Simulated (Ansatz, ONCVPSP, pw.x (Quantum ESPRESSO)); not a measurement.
# pw.x on bcc Cr: one setting changed

Potential: optimised norm-conserving Vanderbilt (ONCV), ONCVPSP 4.0.1.1 (patched build), PBE; core [Ar], reference 3d5 4s1; waves: 4s: rc 2.65 bohr, ncon 3, nbas 6, qcut 2.6 1/bohr, 2 projectors, debl 3.8 Ha; p scattering state at 0.22 Ha: rc 2.85 bohr, ncon 4, nbas 8, qcut 2.6 1/bohr, 2 projectors, debl 0.4 Ha; 3d: rc 1.65 bohr, ncon 4, nbas 9, qcut 10.2 1/bohr, 2 projectors, debl 3.8 Ha; f scattering state at 0.43 Ha: rc 2.85 bohr, ncon 3, nbas 6, qcut 4.3 1/bohr, 1 projector; local part: polynomial inside 1.20 bohr (lpopt 5, dvloc0 1 Ha); core correction: Teter function, fcfact 2.25, rcfact 1.4. In the p channel the program set the typed energies aside and used 0.050, 0.450 Ha.

The reference run (k-mesh 16³, cutoffs 100/400 Ry, Fermi–Dirac 0.01 Ry, mixing_beta 0.4, conv_thr 1e-9, no spin) gives -3.02 GPa at 11.577 Å³/atom, where all-electron LAPW gives -0.44 GPa. This run, with its own iteration cap, changes nspin = 2 with starting_magnetization to -0.3.

```
&control
  calculation='scf', prefix='x', pseudo_dir='./', outdir='./tmp', tstress=.true., disk_io='none'
/
&system
  ibrav=0, nat=1, ntyp=1, ecutwfc=100, ecutrho=400, nbnd=10,
  occupations='smearing', smearing='fd', degauss=0.01, nspin=2, starting_magnetization(1)=-0.3
/
&electrons
  conv_thr=1e-09, mixing_beta=0.4, electron_maxstep=70
/
ATOMIC_SPECIES
Cr 1.0 Cr.UPF
CELL_PARAMETERS angstrom
  -1.42510002 1.42510002 1.42510002
  1.42510002 -1.42510002 1.42510002
  1.42510002 1.42510002 -1.42510002
ATOMIC_POSITIONS crystal
Cr 0.0000 0.0000 0.0000
K_POINTS automatic
16 16 16 0 0 0
```

```bash
pw.x < Cr.scf.in > Cr.scf.out
```

**Question.** How does the run end?

**Answer.** It converges in 14 iterations; the free energy moves by +0.0 meV/atom and the pressure by -0.01 GPa. The result is that of the reference run.

```
Message from routine setup:
     using ibrav=0 with symmetry is DISCOURAGED, use correct ibrav instead
     lattice parameter (alat)  =       4.6645  a.u.
     unit-cell volume          =      78.1255 (a.u.)^3
     number of electrons       =         6.00
     number of Kohn-Sham states=           10
     kinetic-energy cutoff     =     100.0000  Ry
     charge density cutoff     =     400.0000  Ry
     scf convergence threshold =      1.0E-09
     Exchange-correlation= PBE
     atomic species   magnetization
     number of k points=   145  Fermi-Dirac smearing, width (Ry)=  0.0100
     iteration #  1     ecut=   100.00 Ry     beta= 0.40
     total energy              =     -20.94097565 Ry
     estimated scf accuracy    <       0.43567875 Ry
     total magnetization       =    -0.64 Bohr mag/cell
     absolute magnetization    =     0.64 Bohr mag/cell
     iteration #  2     ecut=   100.00 Ry     beta= 0.40
     total energy              =     -21.01450551 Ry
     estimated scf accuracy    <       0.00359868 Ry
     total magnetization       =    -0.77 Bohr mag/cell
     absolute magnetization    =     0.77 Bohr mag/cell
     iteration #  3     ecut=   100.00 Ry     beta= 0.40
     total energy              =     -21.02128060 Ry
     estimated scf accuracy    <       0.00266387 Ry
     total magnetization       =    -0.62 Bohr mag/cell
     absolute magnetization    =     0.62 Bohr mag/cell
     [... 8 iterations left out ...]
     iteration # 12     ecut=   100.00 Ry     beta= 0.40
     total energy              =     -21.02956576 Ry
     estimated scf accuracy    <       0.00000004 Ry
     total magnetization       =    -0.00 Bohr mag/cell
     absolute magnetization    =     0.00 Bohr mag/cell
     iteration # 13     ecut=   100.00 Ry     beta= 0.40
     total energy              =     -21.02956570 Ry
     estimated scf accuracy    <       0.00000003 Ry
     total magnetization       =    -0.00 Bohr mag/cell
     absolute magnetization    =     0.00 Bohr mag/cell
     iteration # 14     ecut=   100.00 Ry     beta= 0.40
     the Fermi energy is    13.2400 ev
!    total energy              =     -21.02956589 Ry
     estimated scf accuracy    <          2.2E-10 Ry
     smearing contrib. (-TS)   =      -0.00323497 Ry
     The total energy is F=E-TS. E is the sum of the following terms:
     one-electron contribution =       8.35112534 Ry
     hartree contribution      =       1.77821729 Ry
     xc contribution           =      -6.83149361 Ry
     ewald contribution        =     -24.32417994 Ry
     total magnetization       =     0.00 Bohr mag/cell
     absolute magnetization    =     0.00 Bohr mag/cell
     convergence has been achieved in  14 iterations
          total   stress  (Ry/bohr**3)                   (kbar)     P=      -30.25
     Message from routine punch:
     Nothing written, as per user request (disk_io='none')
```

The run took about 2.1 min on one core of a shared host (Neoverse-N1, 64 threads, 124 GiB, load 56).
